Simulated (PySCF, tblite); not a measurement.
# C4H2O: excited states, first hyperpolarisability

Aim: compute the excited states, first hyperpolarisability of C4H2O (`C#CC#CO`).

Programs: tblite 0.8.0 and PySCF 2.14.0, with routines of our own; each step states its level. All values are computed. Atoms count from 0.

### 1 The starting structure

7 atoms, charge 0, multiplicity 1; geometry from: force field or distance geometry start.

### 2 Geometry optimisation with GFN2-xTB

What the job is given:

```
{"job": {"kind": "relax", "xc": "GFN2-xTB", "basis": "xTB"}, "charge": 0, "multiplicity": 1}
C      2.484300     0.105500    -0.384900
C      1.297900     0.001300    -0.165900
C     -0.193400    -0.150600     0.139500
C     -1.376400    -0.250300     0.355600
O     -2.675000    -0.381800     0.624100
H      3.511600     0.204900    -0.589400
H     -3.045600     0.475900     0.893500
```

Started as:

```bash
$ OMP_NUM_THREADS=1 python excited_run.py task.json out
```

One launch serves the whole session: the jobs run in the order shown.

The program printed:

```text
step      E/eV     max force
  0    -366.83332    4.129
  1    -366.98014    5.574
  2    -367.21002    1.871
  3    -367.30914    1.385
  4    -367.36160    1.016
  5    -367.35312    1.861
  6    -367.37535    0.241
  7    -367.37799    0.214
  8    -367.38211    0.136
  9    -367.38229    0.034
 10    -367.38232    0.024
 11    -367.38235    0.028
 12    -367.38240    0.037
 13    -367.38244    0.025
 14    -367.38245    0.015
 15    -367.38246    0.014
 16    -367.38247    0.016
 17    -367.38248    0.023
 18    -367.38250    0.019
 19    -367.38251    0.009
```

Wall time 0.04 s (1 thread of Arm Neoverse V2, shared host).

The steps of the relaxation: (the energy doesn't fall at every step)

```tsv
step	energy from step 0 (eV)	largest force (eV/Å)
0	0.0000	4.1288
1	-0.1468	5.5743
2	-0.3767	1.8709
3	-0.4758	1.3847
4	-0.5283	1.0156
5	-0.5198	1.8614
6	-0.5420	0.2412
7	-0.5447	0.2136
8	-0.5488	0.1358
9	-0.5490	0.0337
10	-0.5490	0.0240
11	-0.5490	0.0279
12	-0.5491	0.0366
13	-0.5491	0.0247
14	-0.5491	0.0154
15	-0.5491	0.0136
16	-0.5491	0.0164
17	-0.5492	0.0233
18	-0.5492	0.0191
19	-0.5492	0.0088
```

Close pairs (by a distance rule), those that changed most:

```tsv
bond	before (Å)	after (Å)	change (Å)
C1–C2	1.530	1.357	-0.172
C3–O4	1.333	1.302	-0.031
O4–H6	0.972	0.965	-0.008
C0–C1	1.211	1.204	-0.007
C0–H5	1.052	1.048	-0.004
C2–C3	1.207	1.206	-0.001
```

The next job starts from the end point, and lists it.

### 3 Harmonic vibrations with GFN2-xTB

What the job is given:

```
{"job": {"kind": "ir", "xc": "GFN2-xTB", "basis": "xTB"}, "charge": 0, "multiplicity": 1}
C      2.380729     0.097461    -0.369885
C      1.204006    -0.014068    -0.139785
C     -0.123445    -0.125492     0.121341
C     -1.302412    -0.212708     0.359704
O     -2.571898    -0.377129     0.596794
H      3.405039     0.189372    -0.569901
H     -2.988685     0.447468     0.874245
```

The program printed:

```text
mode    cm-1     km/mol
  1     134.7      0.05
  2     144.8      2.43
  3     266.0     10.19
  4     272.5      7.83
  5     355.3      1.38
  6     365.1      4.85
  7     617.0     16.52
  8     637.2     15.00
  9     726.1     41.27
 10    1145.3    268.75
 11    1298.4    187.68
 12    2229.0     11.42
 13    2405.1    443.24
 14    3409.7      8.52
 15    3475.8     23.52
```

Wall time 0.07 s (1 thread of Arm Neoverse V2, shared host).

The strongest bands and the atoms that carry them (share of the mass-weighted mode):

```tsv
cm⁻¹	km/mol	atoms
617	16.5	H5 83 %
637	15.0	H5 83 %
726	41.3	O4 42 %, C0 29 %, C1 19 %
1145	268.8	H6 83 %, O4 13 %
1298	187.7	C2 36 %, O4 25 %, C3 24 %
2229	11.4	C1 55 %, C0 30 %
2405	443.2	C3 47 %, C2 45 %
3476	23.5	H6 94 %
```

### 4 Excited states: TDA PBE0/def2-TZVP

The job, as its differences from that of step 3:

```diff
@@ -1,2 +1,2 @@
-{"job": {"kind": "ir", "xc": "GFN2-xTB", "basis": "xTB"}, "charge": 0, "multiplicity": 1}
+{"job": {"kind": "states", "xc": "PBE0", "basis": "def2-TZVP", "tda": true, "soc": true, "nstates": 6, "ntriplets": 4, "nquad": 4}, "charge": 0, "multiplicity": 1}
 C      2.380729     0.097461    -0.369885
```

Method: TDA PBE0/def2-TZVP excited states, vertical, gas phase, spin-orbit mean-field couplings.

The program printed:

```text
coarse grid: 6672 points
cycle   1  E = -228.4585666251  dE =  9.645e-01  |g| = 5.603e-01  |ddm| = 5.069e+00
cycle   2  E = -228.4110338453  dE =  4.753e-02  |g| = 7.158e-01  |ddm| = 1.712e+00
cycle   3  E = -228.5119714647  dE = -1.009e-01  |g| = 2.069e-01  |ddm| = 9.439e-01
cycle   4  E = -228.5222946269  dE = -1.032e-02  |g| = 7.000e-02  |ddm| = 2.499e-01
cycle   5  E = -228.5233411530  dE = -1.047e-03  |g| = 1.723e-02  |ddm| = 1.021e-01
cycle   6  E = -228.5234028990  dE = -6.175e-05  |g| = 2.784e-03  |ddm| = 2.273e-02
cycle   7  E = -228.5234036217  dE = -7.227e-07  |g| = 2.127e-03  |ddm| = 5.326e-03
final grid: 66784 points
cycle   8  E = -228.5161822219  dE = -2.612e-05  |g| = 6.721e-03  |ddm| = 1.465e-01
cycle   9  E = -228.5161544605  dE =  2.776e-05  |g| = 1.237e-02  |ddm| = 1.878e-02
cycle  10  E = -228.5161910325  dE = -3.657e-05  |g| = 1.908e-03  |ddm| = 1.158e-02
cycle  11  E = -228.5161919508  dE = -9.183e-07  |g| = 5.255e-04  |ddm| = 1.794e-03
cycle  12  E = -228.5161920007  dE = -4.987e-08  |g| = 9.480e-05  |ddm| = 7.430e-04
cycle  13  E = -228.5161920027  dE = -2.062e-09  |g| = 1.404e-05  |ddm| = 1.605e-04
cycle  14  E = -228.5161920028  dE = -2.308e-11  |g| = 1.116e-05  |ddm| = 3.001e-05
converged SCF energy = -228.5161920028

Singlet excitations
state   eV       nm        f     d(h-e)  d(exc)  Lambda  PR(NTO)  |dmu|/D   mu/D   main configurations
  1   4.6430   267.0   0.00000   0.189   2.870   0.514   1.037    0.616    2.569   H->L 0.95
  2   5.1044   242.9   0.00008   0.187   2.848   0.818   2.016    0.669    2.654   H->L+1 0.49, H-1->L 0.48
  3   5.3649   231.1   0.00002   0.156   2.803   0.549   1.039    0.636    2.661   H-1->L+1 0.98
  4   5.8082   213.5   0.00387   2.746   3.885   0.370   1.005   10.041    8.120   H->L+2 0.95
  5   6.2338   198.9   0.01798   2.983   4.033   0.474   1.013                     H-1->L+2 0.91
  6   7.3075   169.7   0.00024   0.040   2.464   0.504   1.177                     H-2->L 0.88

Triplet excitations (Tamm-Dancoff)
state   eV     d(h-e)  d(exc)  Lambda  PR(NTO)   main configurations
  1   3.9383   0.055   2.654   0.808   2.079   H-1->L 0.52, H->L+1 0.42
  2   4.1874   0.123   2.762   0.515   1.307   H->L 0.83, H-1->L+1 0.12
  3   4.3347   0.105   2.726   0.816   2.031   H->L+1 0.55, H-1->L 0.41
  4   5.0591   0.117   2.789   0.545   1.308   H-1->L+1 0.86, H->L 0.13
S1 - T1 = 0.7048 eV

Spin-orbit couplings |<S|Hso|T>| (cm-1)
             T1       T2       T3       T4
S0        0.576    2.323    0.622    7.998
S1        2.894    0.083   21.871    0.113
S2        0.107   32.825    0.066   14.712
S3        0.947    0.052   28.180    0.017
S4        4.335    2.255    6.277    1.054
S5        1.538    2.435    1.493    7.970
S6        1.805    0.034    1.134    0.064
T1 sublevels (cm-1): 0.000 0.000 0.222   radiative rates (1/s): 0.0541 0.00159 0.161
```

Wall time 11 s (1 thread of Arm Neoverse V2, shared host); peak memory 0.56 GiB.

From this job:

```tsv
quantity	value
S1 less T1	0.70 eV
```

The fields below are evaluated on a grid from the run's orbitals.

Frontier orbitals at PBE0/def2-TZVP, with the share of their density that lies nearest to each atom:

```tsv
orbital	energy (eV)	lies on
HOMO	-6.87	C0, C2, C3 about 24 % each; C1 12 %; O4 11 %
LUMO	-0.39	C0, C3 about 23 % each; C1, C2 about 15 % each; H5, H6 about 10 % each
```

ELF in a plane through or near 7 of the atoms.

Values, 10 rows by 14 columns:
```
0.00 0.00 0.00 0.00 0.00 0.00 0.00 0.00 0.00 0.00 0.00 0.00 0.00 0.00
0.00 0.00 0.00 0.00 0.00 0.00 0.00 0.00 0.00 0.00 0.00 0.00 0.00 0.00
0.00 0.00 0.00 0.05 0.23 0.26 0.03 0.08 0.13 0.00 0.08 0.03 0.00 0.00
0.00 0.00 0.15 0.52 0.56 0.68 0.26 0.44 0.57 0.04 0.74 0.56 0.00 0.00
0.00 0.00 0.90 0.99 0.23 0.80 0.76 0.65 0.79 0.44 0.98 0.62 0.00 0.00
0.00 0.00 0.92 0.99 0.41 0.47 0.73 0.53 0.67 0.86 0.46 0.27 0.00 0.00
0.00 0.00 0.19 0.61 0.68 0.78 0.62 0.75 0.77 0.51 0.90 0.40 0.00 0.00
0.00 0.00 0.00 0.12 0.41 0.44 0.15 0.51 0.53 0.08 0.61 0.21 0.00 0.00
0.00 0.00 0.00 0.01 0.07 0.06 0.01 0.11 0.10 0.00 0.06 0.01 0.00 0.00
0.00 0.00 0.00 0.00 0.00 0.00 0.00 0.00 0.00 0.00 0.00 0.00 0.00 0.00
```
The map spans 12.2 Å across and 6.2 Å up, centred on the molecule. Atoms in the plane (x, y in Å): C0 (-2.4, 0.0), C1 (-1.2, 0.0), C2 (0.1, -0.1), C3 (1.3, -0.2), O4 (2.6, -0.3), H5 (-3.5, 0.1), H6 (3.1, 0.5).

log10 of the density (e/Å³) in the same plane.

Ten even steps from ' ' (-4.0) to '@' (1.8):
```
                                                        
                ......                                  
            ........................                    
          ..::::------::::::::::::::..........          
        ..::------------------------::::::::::..        
      ..::--======================------==----..        
      ..--====++++++++++++==++++++======++==--::        
      ::--++++**********++++++++++++++++**++==::..      
    ..::==****##########****************##**++--..      
    ..--==**####@@####@@####%%############**++--..      
    ..::==**####@@####@@####@@##@@%%##%%%%**++--..      
    ..::==++****################%%####@@%%**++--..      
      ::--==++++**********************####**==::..      
      ..::--====++++++++++++++++++++++****++==::..      
        ..::--==============++++++====++++==--::        
        ..::::--------------======----====--::..        
          ..::::::--::::::----------::----::::          
            ................::::::..........            
                ......    ..........                    
                                                        
```
The map spans 12.2 Å across and 6.2 Å up, centred on the molecule. Atoms in the plane (x, y in Å): C0 (-2.4, 0.0), C1 (-1.2, 0.0), C2 (0.1, -0.1), C3 (1.3, -0.2), O4 (2.6, -0.3), H5 (-3.5, 0.1), H6 (3.1, 0.5).

On the surface of density 0.002 e/bohr³ the electrostatic potential runs, from the 1st to the 99th percentile, from -0.85 V near C0 to 3.41 V near H6.

### 5 Excited states: TDDFT CAM-B3LYP/def2-SVPD

What the job is given:

```
{"job": {"kind": "states", "xc": "CAM-B3LYP", "basis": "def2-SVPD", "tpa": true, "nstates": 6, "nquad": 5, "ntriplets": 0}, "charge": 0, "multiplicity": 1}
C      2.380729     0.097461    -0.369885
C      1.204006    -0.014068    -0.139785
C     -0.123445    -0.125492     0.121341
C     -1.302412    -0.212708     0.359704
O     -2.571898    -0.377129     0.596794
H      3.405039     0.189372    -0.569901
H     -2.988685     0.447468     0.874245
```

With the program's defaults for keys left out, this is: TDDFT CAM-B3LYP/def2-SVPD excited states, vertical, gas phase, two-photon moments by quadratic response.

The program printed:

```text
coarse grid: 6672 points
cycle   1  E = -228.3168400281  dE =  9.879e-01  |g| = 4.951e-01  |ddm| = 5.773e+01
cycle   2  E = -228.3142416779  dE =  2.598e-03  |g| = 5.287e-01  |ddm| = 5.363e+00
cycle   3  E = -228.3703991419  dE = -5.616e-02  |g| = 9.277e-02  |ddm| = 2.453e+00
cycle   4  E = -228.3722014700  dE = -1.802e-03  |g| = 4.376e-02  |ddm| = 4.708e-01
cycle   5  E = -228.3726105139  dE = -4.090e-04  |g| = 1.215e-02  |ddm| = 1.834e-01
cycle   6  E = -228.3726436440  dE = -3.313e-05  |g| = 2.876e-03  |ddm| = 1.933e-01
cycle   7  E = -228.3726456509  dE = -2.007e-06  |g| = 1.729e-03  |ddm| = 3.704e-02
final grid: 66784 points
cycle   8  E = -228.4252964528  dE = -1.750e-05  |g| = 3.015e-03  |ddm| = 5.630e-01
cycle   9  E = -228.4252929616  dE =  3.491e-06  |g| = 4.861e-03  |ddm| = 2.961e-02
cycle  10  E = -228.4252988163  dE = -5.855e-06  |g| = 3.295e-04  |ddm| = 1.944e-02
cycle  11  E = -228.4252988396  dE = -2.337e-08  |g| = 1.857e-04  |ddm| = 5.015e-03
cycle  12  E = -228.4252988482  dE = -8.581e-09  |g| = 7.532e-05  |ddm| = 7.086e-04
cycle  13  E = -228.4252988505  dE = -2.303e-09  |g| = 2.260e-05  |ddm| = 8.396e-04
cycle  14  E = -228.4252988510  dE = -4.972e-10  |g| = 1.615e-05  |ddm| = 1.277e-04
converged SCF energy = -228.4252988510

Singlet excitations
state   eV       nm        f     d(h-e)  d(exc)  Lambda  PR(NTO)  |dmu|/D   mu/D   delta(TPA)   sigma/GM   main configurations
  1   4.6407   267.2   0.00000   0.205   2.770   0.514   1.037    0.798    2.518        0.10      0.001   H->L+1 0.90
  2   5.0920   243.5   0.00023   0.175   2.723   0.807   2.062    0.763    2.518        5.74      0.055   H->L+2 0.49, H-1->L+1 0.46
  3   5.3337   232.5   0.00000   0.144   2.715   0.543   1.101    0.648    2.453        0.11      0.001   H-1->L+2 0.96
  4   5.6637   218.9   0.00080   2.344   3.797   0.317   1.009    9.302    7.647        0.52      0.006   H->L 0.87
  5   6.1311   202.2   0.00320   2.466   3.889   0.376   1.010    9.731    8.104       12.36      0.170   H-1->L 0.88
  6   7.1040   174.5   0.00308   0.401   3.656   0.301   1.091                                            H->L+3 0.86
```

Run time: 7.7 s. Hardware: 1 thread of Arm Neoverse V2, shared host; peak memory 0.49 GiB.

### 6 First hyperpolarisability: quadratic response PBE0/def2-SVPD

What the job is given:

```
{"job": {"kind": "beta", "xc": "PBE0", "basis": "def2-SVPD", "wavelengths": [1550, 1064, 694.3]}, "charge": 0, "multiplicity": 1}
C      2.380729     0.097461    -0.369885
C      1.204006    -0.014068    -0.139785
C     -0.123445    -0.125492     0.121341
C     -1.302412    -0.212708     0.359704
O     -2.571898    -0.377129     0.596794
H      3.405039     0.189372    -0.569901
H     -2.988685     0.447468     0.874245
```

Method: quadratic response PBE0/def2-SVPD first hyperpolarisability, Taylor convention, gas phase.

The program printed:

```text
coarse grid: 6672 points
cycle   1  E = -228.1709116902  dE =  9.283e-01  |g| = 5.081e-01  |ddm| = 4.402e+01
cycle   2  E = -228.1226754246  dE =  4.824e-02  |g| = 6.720e-01  |ddm| = 4.216e+00
cycle   3  E = -228.2190125228  dE = -9.634e-02  |g| = 1.903e-01  |ddm| = 2.549e+00
cycle   4  E = -228.2280179479  dE = -9.005e-03  |g| = 6.332e-02  |ddm| = 8.196e-01
cycle   5  E = -228.2289047465  dE = -8.868e-04  |g| = 1.301e-02  |ddm| = 1.693e-01
cycle   6  E = -228.2289424789  dE = -3.773e-05  |g| = 2.844e-03  |ddm| = 1.603e-01
cycle   7  E = -228.2289432304  dE = -7.515e-07  |g| = 2.253e-03  |ddm| = 2.721e-02
final grid: 66784 points
cycle   8  E = -228.2704384350  dE = -1.054e-05  |g| = 6.668e-03  |ddm| = 5.671e-01
cycle   9  E = -228.2704072401  dE =  3.119e-05  |g| = 1.280e-02  |ddm| = 1.032e-01
cycle  10  E = -228.2704481885  dE = -4.095e-05  |g| = 1.746e-03  |ddm| = 2.625e-02
cycle  11  E = -228.2704489806  dE = -7.921e-07  |g| = 3.005e-04  |ddm| = 1.139e-02
cycle  12  E = -228.2704489983  dE = -1.777e-08  |g| = 5.285e-05  |ddm| = 2.531e-03
cycle  13  E = -228.2704489990  dE = -6.973e-10  |g| = 1.615e-05  |ddm| = 9.195e-04
converged SCF energy = -228.2704489990

Lowest singlets (eV, f): 4.6403 0.0000  5.1081 0.0001  5.3568 0.0000

First hyperpolarisability (au)
process     nm      |vector|   parallel      HRS      DR
static         -      358.42     132.77     138.97   6.468
shg       1550.0      380.21     141.04     147.46   6.436
eope      1550.0      365.47     135.44          -       -
shg       1064.0      407.15     151.27     157.97   6.399
eope      1064.0      373.63     138.54          -       -
shg        694.3      490.74      183.1     190.56   6.305
eope       694.3      395.74     146.93          -       -
```

It took 7.1 s on 1 thread of Arm Neoverse V2, shared host; peak memory 0.49 GiB.

### 7 Outcome

```
                                                                  quantity                                                                  value
                                 strongest single infrared mode (GFN2-xTB)                                                  2405 cm⁻¹, 443 km/mol
                                              zero-point energy (GFN2-xTB)                                                          25.0 kcal/mol
                                   S1 less T1 (step 4, TDA PBE0/def2-TZVP)                                                                0.70 eV
potential on the surface of density 0.002 e/bohr³, 1st and 99th percentile                                                     -0.85 V and 3.41 V
                      β vector (step 6, quadratic response PBE0/def2-SVPD)  static 358, SHG 1550.0 nm 380, SHG 1064.0 nm 407, SHG 694.3 nm 491 au
```

In words: All 15 modes are real, so the xTB geometry is a minimum. The strongest single mode, at 2405 cm⁻¹, moves mainly C3 and C2. GFN2-xTB is a fitted tight-binding method: band positions and strengths are rough. Its intensities can rank the bands wrongly. In step 4, the number of triplets below S1 is 3, and the largest singlet-triplet spin-orbit coupling is S2–T2, 32.83 cm⁻¹. β grows from 358 au (static) to 491 au for doubling at 694.3 nm: normal dispersion, which grows as twice the photon energy moves toward the bright states.
